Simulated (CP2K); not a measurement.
**GFN1-xTB run of C3H6F2 (1,3-difluoropropane)**

What is the energy difference between two shapes of C3H6F2 (1,3-difluoropropane) at GFN1-xTB? 

The calculation is run with CP2K 2026.2.

3 further runs of the same task are left out: 1 that didn't finish, 2 set aside as unsound or not needed.

### Step 1. The molecule

The species is C3H6F2 (11 atoms), meant as a singlet with charge 0. As SMILES, `FCCCF`. The coordinates come from a PBE0-D4/def2-TZVP relaxation. This is one conformer, not always the lowest.

Bond lengths: F1–C2 1.383 Å, C2–C3 1.509 Å, C3–C4 1.507 Å, C4–F5 1.386 Å, C2–H6 1.096 Å, C2–H7 1.093 Å, C3–H8 1.093 Å, C3–H9 1.095 Å, C4–H10 1.095 Å, C4–H11 1.093 Å. Some angles: F1–C2–C3 109.8°, C2–C3–C4 112.4°, C3–C4–F5 110.3°, F1–C2–H6 107.7°, F1–C2–H7 107.9°, C3–C2–H6 111.1°, C3–C2–H7 111.3°, C2–C3–H8 109.6°, C2–C3–H9 109.3°, C4–C3–H8 109.6°.

### Step 2. The energy at GFN1-xTB

The input, calc.inp:

```
&FORCE_EVAL
   METHOD QUICKSTEP
   &DFT
      CHARGE 0
      MULTIPLICITY 1
      ! Quickstep
      &QS
         METHOD XTB
         EPS_DEFAULT 1.0E-10
         &XTB
            GFN_TYPE 1
            CHECK_ATOMIC_CHARGES F
         &END XTB
      &END QS
      &POISSON
         PERIODIC NONE
         POISSON_SOLVER ANALYTIC
      &END POISSON
      ! SCF settings
      &SCF
         SCF_GUESS ATOMIC
         EPS_SCF 1.0E-06
         MAX_SCF 80
         ADDED_MOS 8
         &DIAGONALIZATION
            ALGORITHM STANDARD
         &END DIAGONALIZATION
         &MIXING
            METHOD DIRECT_P_MIXING
            ALPHA 0.4
         &END MIXING
         &SMEAR ON
            METHOD FERMI_DIRAC
            ELECTRONIC_TEMPERATURE [K] 300
         &END SMEAR
      &END SCF
      ! extra output
      &PRINT
         &MOMENTS
            PERIODIC F
            REFERENCE COM
            MAX_MOMENT 1
         &END MOMENTS
         &MO ON
            ENERGIES T
            OCCUPATION_NUMBERS T
            NDIGITS 6
            &EACH
               QS_SCF 0
            &END EACH
            ADD_LAST NUMERIC
         &END MO
         &HIRSHFELD OFF
         &END HIRSHFELD
      &END PRINT
   &END DFT
   ! atoms, cell and kinds
   &SUBSYS
      &CELL
         ABC [angstrom] 11.9 11.6 10.9
         PERIODIC NONE
      &END CELL
      &COORD
         F     -1.964400     1.432700    -0.107100
         C     -0.715300     1.000700     0.300600
         C     -0.375000    -0.298800    -0.387800
         C      0.967500    -0.838200     0.034700
         F      1.975600     0.040200    -0.331200
         H     -0.744500     0.875300     1.388600
         H      0.008000     1.781800     0.054100
         H     -0.388200    -0.154300    -1.471600
         H     -1.138100    -1.046200    -0.147100
         H      1.026200    -0.968100     1.120800
         H      1.173400    -1.798000    -0.445900
      &END COORD
      &TOPOLOGY
         &CENTER_COORDINATES
         &END CENTER_COORDINATES
      &END TOPOLOGY
   &END SUBSYS
&END FORCE_EVAL

&GLOBAL
   PROJECT calc
   RUN_TYPE ENERGY
   PRINT_LEVEL MEDIUM
&END GLOBAL
```

Command:

```
$ OMP_NUM_THREADS=1 cp2k.psmp calc.inp > calc.out
```

The program printed:

```text
CP2K| version string:                                       CP2K version 2026.2
[...]
 GLOBAL| Method name                                                        CP2K
[...]
 GLOBAL| Run type                                                         ENERGY
[...]
                             - Atoms:                                         11
[...]
                             - Spherical basis functions:                     32
[...]
 Number of electrons:                                                         32
[...]
     1 P_Mix/Diag. 0.40E+00    0.0     0.42409057       -19.7863484627 -1.98E+01
[...]
    13 DIIS/Diag.  0.11E-05    0.0     0.00000088       -19.8687569657 -1.59E-12
  *** SCF run converged in    13 steps ***
[...]
  Fermi energy:                                                -0.17522170216577
[...]
 TB_DIPOLE| Moment [Debye]          0.22583438      -2.01167645       0.92602773
 TB_DIPOLE| Derivative [a.u.]       0.00000000       0.00000000       0.00000000
[...]
 ENERGY| Total FORCE_EVAL ( QS ) energy [hartree]            -19.868756965725751
[...]
```

Wall time 0.34 s (1 thread of Arm Neoverse V1, shared host).

### Step 3. The distorted shape at the same level

The input, job.inp:

```
&GLOBAL
 PROJECT_NAME job
 RUN_TYPE ENERGY
 PRINT_LEVEL MEDIUM
&END

&FORCE_EVAL
 METHOD QS
 &DFT
  CHARGE 0
  MULTIPLICITY 1
  ! Quickstep
  &QS
   METHOD XTB
   EPS_DEFAULT 1.0E-10
   &XTB
    GFN_TYPE 1
    CHECK_ATOMIC_CHARGES F
   &END
  &END
  ! no periodic images
  &POISSON
   PERIODIC NONE
   POISSON_SOLVER ANALYTIC
  &END
  ! self-consistent field
  &SCF
   SCF_GUESS ATOMIC
   EPS_SCF 1.0E-06
   MAX_SCF 80
   ADDED_MOS 8
   &DIAGONALIZATION
    ALGORITHM STANDARD
   &END
   &MIXING
    METHOD DIRECT_P_MIXING
    ALPHA 0.4
   &END
   &SMEAR ON
    METHOD FERMI_DIRAC
    ELECTRONIC_TEMPERATURE [K] 300
   &END
  &END
  &PRINT
   &MOMENTS
    PERIODIC F
    REFERENCE COM
    MAX_MOMENT 1
   &END
   &MO ON
    ENERGIES T
    OCCUPATION_NUMBERS T
    NDIGITS 6
    &EACH
     QS_SCF 0
    &END
    ADD_LAST NUMERIC
   &END
   &HIRSHFELD OFF
   &END
  &END
 &END
 &SUBSYS
  &CELL
   ABC [angstrom] 11.9 11.6 10.8
   PERIODIC NONE
  &END
  &COORD
   F     -1.936458     1.438620    -0.096667
   C     -0.704937     0.977884     0.293054
   C     -0.375734    -0.312164    -0.380700
   C      0.943012    -0.855976     0.062649
   F      1.975516     0.045554    -0.336295
   H     -0.758552     0.877278     1.396713
   H     -0.007602     1.773634     0.046825
   H     -0.376066    -0.130820    -1.447390
   H     -1.147692    -1.046620    -0.136249
   H      1.003596    -0.934710     1.107312
   H      1.197499    -1.777353    -0.418968
  &END
  &TOPOLOGY
   &CENTER_COORDINATES
   &END
  &END
 &END
&END
```

Command:

```
$ OMP_NUM_THREADS=1 cp2k.psmp -i job.inp -o job.out
```

The program printed:

```text
CP2K| version string:                                       CP2K version 2026.2
[...]
 GLOBAL| Method name                                                        CP2K
[...]
 GLOBAL| Run type                                                         ENERGY
[...]
                             - Atoms:                                         11
[...]
                             - Spherical basis functions:                     32
[...]
 Number of electrons:                                                         32
[...]
     1 P_Mix/Diag. 0.40E+00    0.0     0.40248605       -19.7781153530 -1.98E+01
[...]
    13 DIIS/Diag.  0.87E-06    0.0     0.00000074       -19.8646751027 -1.43E-12
  *** SCF run converged in    13 steps ***
[...]
  Fermi energy:                                                -0.17639420176333
[...]
 TB_DIPOLE| Moment [Debye]          0.08275880      -2.13250934       0.95329892
 TB_DIPOLE| Derivative [a.u.]       0.00000000       0.00000000       0.00000000
[...]
 ENERGY| Total FORCE_EVAL ( QS ) energy [hartree]            -19.864675102698520
[...]
```

Wall time 0.34 s (1 thread of Arm Neoverse V1, shared host).

### Step 4. Summary of results

At GFN1-xTB:

```
                                                  quantity         value
                                 first shape: total energy  -19.86876 Eh
    first shape: dipole moment (from atomic charges alone)        2.23 D
                                  first shape: HOMO energy     -13.23 eV
                                  first shape: LUMO energy      -3.89 eV
                                first shape: HOMO–LUMO gap       9.34 eV
                            first shape: dispersion energy  -7.17 kJ/mol
                             distorted shape: total energy  -19.86468 Eh
distorted shape: dipole moment (from atomic charges alone)        2.34 D
                              distorted shape: HOMO energy     -13.23 eV
                              distorted shape: LUMO energy      -3.92 eV
                            distorted shape: HOMO–LUMO gap       9.31 eV
                        distorted shape: dispersion energy  -7.18 kJ/mol
                    energy change with the atoms displaced      0.111 eV
```

In words: With the atoms displaced the energy rises by 0.11 eV (2.6 kcal/mol). The first shape isn't relaxed at this level, so the change isn't measured from a minimum. The dipole (first shape) comes from point charges on the atoms alone, without atomic dipoles, so it is partial. The dipole (distorted shape) comes from point charges on the atoms alone, without atomic dipoles, so it is partial.
